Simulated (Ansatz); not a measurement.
Process, species as SMILES: CCl (CH3-Cl) → [CH2-]Cl + H+
B3LYP-D3(BJ)/def2-TZVP geometries, fixed; electronic energies without zero-point terms.

The deprotonation energy at CCSD(T) with Ansatz (a quantum-chemistry and plane-wave program), in kcal/mol, split into its Hartree-Fock and correlation parts. Cores are frozen. No added dispersion term, no relativity. Functions are those of the species that has most.

| basis | X | functions | Hartree-Fock | CCSD(T) |
|---|---|---|---|---|
| aug-cc-pV(D+d)Z | 2 | 82 | 407.40 | 402.84 |
| aug-cc-pV(T+d)Z | 3 | 170 | 410.11 | 405.50 |
| aug-cc-pV(Q+d)Z | 4 | 307 | 410.44 | 405.46 |

Worked estimate of the basis-set limit from each neighbouring pair, with Hartree-Fock from the larger set and the correlation part extrapolated as X^-3.
Correlation parts: X = 2: -4.56, X = 3: -4.61, X = 4: -4.98.
- (2,3): (27·(-4.61) - 8·(-4.56))/19 = -4.63; with Hartree-Fock 410.11 the estimate is 405.48 kcal/mol.
- (3,4): (64·(-4.98) - 27·(-4.61))/37 = -5.25; with Hartree-Fock 410.44 the estimate is 405.19 kcal/mol.
The last two estimates differ by 0.29 kcal/mol; the largest set lies 0.27 from the last. Over the last step Hartree-Fock moves by 0.33 and the correlation part by -0.37.
